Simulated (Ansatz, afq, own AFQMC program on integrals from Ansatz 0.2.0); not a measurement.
Integrals from Ansatz 0.2.0, then the random walk in our own AFQMC program (afq).

```yaml
crystal:
  periodic: [false, false, false]
  atoms:
    - {symbol: Si, position_ang: [0.000000, 0.000000, 0.000000]}
    - {symbol: H, position_ang: [-0.011525, 1.085107, 1.077576]}
    - {symbol: H, position_ang: [-0.016497, -1.077632, 1.084987]}
    - {symbol: H, position_ang: [0.016497, 1.077632, -1.084987]}
    - {symbol: H, position_ang: [0.011525, -1.085107, -1.077576]}
basis:
  gaussian: {orbitals: 6-31G}
magnetization: {spin_polarized: true, initial_magnetization: 2}
correlation: {method: ccsd_t, electrons: outside_noble_gas, hamiltonian_folder: ham}
```

```sh
$ ansatz run in.yaml --threads 1 --pin off --events-out ev --progress --plain --max-ram 1382MiB
```

Options of the walk:

```
--method phaseless --trial hf --walkers 400 --populations 1 --least-time 40 --time-step 0.005 --steps-per-block 20 --equilibration-blocks 112 --max-blocks 600 --target-error 0.00102 --factor-cut 1e-05 --start spin_pure --seed 8403 --taylor-order 6
```

Times are imaginary, in 1/Eh. The walk had a cap of 533 s.

```
orbitals 16  electrons 5 3  factors 107 of 268
reference energy -290.99709930 Eh
CCSD correlation -0.08722808 Eh in 10 cycles, weight of the determinant in the CISD state 0.9215
energy of the start -290.997736 Eh
 block  time / (1/Eh)  mean weight  energy / Eh
     1     0.100  1.0002  -291.008955
     2     0.200  1.0000  -291.018446
     3     0.300  0.9999  -291.026114
     4     0.400  1.0006  -291.032801
     5     0.500  1.0006  -291.039392
    10     1.000  1.0007  -291.061522
    61     6.100  1.0003  -291.079880
   121    12.100  1.0002  -291.091446
   181    18.100  0.9998  -291.088218
   241    24.100  1.0000  -291.077916
   301    30.100  0.9999  -291.086789
   361    36.100  1.0000  -291.084762
   421    42.100  0.9997  -291.085915
   481    48.100  0.9998  -291.079956
   505    50.500  0.9970  -291.076250
blocks merged  error / Eh  count
     1  0.000172  400
     2  0.000231  200
     4  0.000305  100
     8  0.000383  50
    16  0.000462  25
    32  0.000564  12
energy -291.083545 +/- 0.000462 Eh
(rows thinned)
```

Task: Estimate how long the walk took on 1 thread of Arm Neoverse V1, with other jobs on the host.

Result: 2.3 min of wall time.

The run passed its tests (sampling time, drift between the halves within three errors, error under three times the target), which doesn't prove that it has relaxed.

Against this walk (error 12.6 meV) on the same determinant: CCSD(T) 56.3 meV lower, CCSDT(Q) 72.0 meV lower, CCSDTQ 71.6 meV lower, full CI (a separate run on its own orbitals, whose frozen core shifts it by up to a few meV) 71.6 meV lower, a separate phaseless walk with a CISD trial and standard settings 64.8 ± 12.7 meV lower. The error is statistical and leaves out the bias of the constraint. Full CI is exact here, so the walk's 72 meV above it is the walk's own error: the bias of the constraint with this trial.

Cautions: constraint bias not in the error; lower spins were not checked; full CI with its own frozen core.

CCSDT and higher add their correlation energy to the determinant of the CCSD(T) run, since their own runs factorise the integrals more tightly (a shift of under 2 meV). A walk keeps the symmetry of its determinant, which the program's search chose and which needn't be the lowest solution, so a lower state of the same spin and another symmetry isn't excluded.
